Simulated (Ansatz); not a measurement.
# CH2NSi radical: a short trajectory

The task is to watch the atoms for 40 steps of 0.5 fs, started with velocities for 1500 K and run at constant energy.

The runs use Ansatz 0.2.0, Gaussian basis; PBE0-D4/def2-SVP, unrestricted.

### Step 1. Starting geometry

SMILES `[C]1=N[SiH2]1`, 5 atoms, charge 0, spin multiplicity 2.

Atoms are counted from 1 here; the program's logs count them from 0.

Bond lengths: C1–N2 1.256 Å, C1–Si3 1.949 Å, N2–Si3 1.759 Å, Si3–H4 1.445 Å, Si3–H5 1.444 Å. Angles: N2–C1–Si3 62.2°, C1–N2–Si3 78.6°, C1–Si3–N2 39.2°, C1–Si3–H4 118.9°, C1–Si3–H5 119.1°, N2–Si3–H4 117.1°, N2–Si3–H5 117.2°, H4–Si3–H5 119.8°.

As a file:

```xyz
5
CH2NSi
C     0.9389   -0.8057    0.9725
N    -0.0796   -0.1822    1.3602
Si   -0.1117    0.1406   -0.3689
H    -1.0655   -0.6020   -1.1598
H     0.3179    1.4493   -0.8039
```

### Step 2. Dynamics

File md/in.yaml:

```yaml
crystal:
  periodic: [false, false, false]
  atoms:
    - {symbol: C, position_ang: [0.938940, -0.805710, 0.972450]}
    - {symbol: N, position_ang: [-0.079620, -0.182200, 1.360180]}
    - {symbol: Si, position_ang: [-0.111700, 0.140640, -0.368900]}
    - {symbol: H, position_ang: [-1.065520, -0.602020, -1.159840]}
    - {symbol: H, position_ang: [0.317900, 1.449280, -0.803890]}
basis:
  gaussian: {orbitals: def2-SVP}
magnetization: {spin_polarized: true, initial_magnetization: 1}
hamiltonian: {xc: pbe0, dispersion: d4}
md: {n_steps: 40, timestep: 0.5, temperature: 1500, ensemble: nve, seed: 283, initial_velocities: maxwell_boltzmann}
```

The run is started by

```
$ ansatz run in.yaml --threads 1 --pin off --events-out ev --progress --plain --max-ram 4352MiB
```

**Question.** What will these runs give? Wanted: temperature at the start; mean temperature, second half; lowest and highest potential energy, from the first frame; largest change of potential + kinetic.

The runs gave:

| quantity | value |
| --- | --- |
| length | 40 steps, 20.0 fs |
| temperature at the start | 1500 K |
| mean temperature, second half | 947 K |
| lowest and highest potential energy, from the first frame | 0 and 291 meV |
| largest change of potential + kinetic | 3.5 meV |

In words: With no thermostat the total energy should stay fixed; it holds within 3.5 meV, small beside the kinetic energy, so the time step serves. The instant temperature ranges from 758 to 1500 K, as energy passes between motion and strain. The molecule keeps its bonds.
